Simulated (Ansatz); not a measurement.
Consider the cleavage of the Al–B bond: `C[BH][AlH2]` + `BS` → `B[S][AlH2]` + `BC`.

Calculated with Ansatz (gas phase, PBE0-D4/def2-TZVP geometries, no zero-point term in ΔE). CBS: MP2 limit from def2 TZ/QZ plus the TZ coupled-cluster correction, frozen cores. This one scheme is used for every species. DFT in def2-TZVPP. B3LYP here is the variant with VWN-RPA as its local correlation; programs differ in this.

| level | ΔE (kJ/mol) |
| --- | --- |
| B3LYP-D4 | -134.4 |
| BHLYP | -139.4 |
| RPA@PBE/def2-TZVPP | -130.3 |
| HF/def2-SVP | -142.1 |
| MP2/def2-SVP | -141.0 |
| CCSD(T)/def2-SVP | -128.6 |
| SCS-MP2/def2-TZVPP | -144.8 |
| MP2/def2-QZVPP | -151.0 |

**Question.** What does CCSD(T)/CBS give? (Estimate.)

**Answer.** Computed: -139.5 kJ/mol. The listed levels differ from it by 5.1, 0.1, 9.2, -2.6, -1.5, 10.9, -5.3, -11.5 kJ/mol.

Largest T1 diagnostic among the species: 0.015.

From PBE to PBE0 (25 % exact exchange), in def2-TZVPP and without D4, ΔE moves by −6.8 kJ/mol. At CCSD(T), def2-SVP lies +10.8 kJ/mol from the extrapolated value and def2-TZVPP +3.4 kJ/mol.
